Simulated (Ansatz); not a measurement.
A made-up structure of CH$_{4}$AlO, doublet:

```
7
angstrom
C -1.2408 0.3553 -0.5997
Al 0.3749 0.1586 0.4104
O 1.3710 -1.1566 0.0039
H -1.5412 -0.3185 -1.4000
H 1.1149 -1.9983 -0.4047
H 0.8031 1.1454 1.5738
H 2.1961 -1.3378 0.4502
```

It is relaxed with PBE-D4/def2-SVP and then PBE0-D4/def2-TZVP (Ansatz 0.2.0). Atoms count as bonded within 1.22 times the sum of their covalent radii (H–H: 0.88 Å). The end point is not checked to be a true minimum.

Q: Does its bonding change? (Judge from chemistry; the calculation decides.)

A: The calculation gives: Yes. Formed: C1–H5; broken: O3–H5.

Where it ends: The first stage lowers the energy by 4.45 eV in 29 steps. It ends as CH₄AlO ([CH2][AlH][OH]):
```
7
angstrom
C -0.5690 -0.5129 -0.7944
Al 0.7129 0.0334 0.5314
O 2.0604 -0.9305 0.9023
H -1.4475 0.0768 -1.0532
H -0.5160 -1.4329 -1.3748
H 0.5874 1.3837 1.3360
H 2.2497 -1.7694 0.4866
```

Labels in which every atom is bracketed show which atoms are joined, not bond orders.

For scale, one of the runs: PBE0-D4/def2-TZVP relaxation, 123 basis functions, launched by `ansatz run in.yaml --threads 2 --pin off --events-out ev --progress --plain --max-ram 4352MiB`. The run took about 13 s on 2 CPU threads of an Arm Neoverse V2 (shared host).
